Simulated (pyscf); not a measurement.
Thermochemistry of product channels of cyclopropane (SMILES C1CC1) + chlorine (Cl–Cl) on the singlet surface, in eV, from ωB97M-D3(BJ)/def2-TZVP energies (ideal gas, 1 atm, RRHO with modes under 100 cm⁻¹ raised to 100, one conformer, R ln 2 for chiral ones without a mode under 150 cm⁻¹). Structures and frequencies: ωB97X-D3(BJ)/def2-SVP in PySCF.

```tsv
products	ΔE	ΔH(298 K)	ΔG(298 K)	ΔG(1200 K)
cyclic C₃H₅Cl (SMILES ClC1CC1) + hydrogen chloride (HCl)	___	-1.20	-1.23	-1.36
Cl–CH₂–CH₂–CH₂–Cl	___	-2.21	-1.78	-0.54
```

### Question
What belongs in the gaps?

### Answer

- cyclic C₃H₅Cl (SMILES ClC1CC1) + hydrogen chloride (HCl), ΔE: -1.13
- Cl–CH₂–CH₂–CH₂–Cl, ΔE: -2.31

These are energies of the channels, which say nothing of barriers. cyclopropane lies 0.28 eV over its isomer H₂C=CH–CH₃ (electronic energy, ωB97M-D3(BJ)/def2-TZVP). cyclic C₃H₅Cl (SMILES ClC1CC1) lies 0.43 eV over its isomer H₂C=C(CH₃)–Cl (electronic energy, ωB97M-D3(BJ)/def2-TZVP).
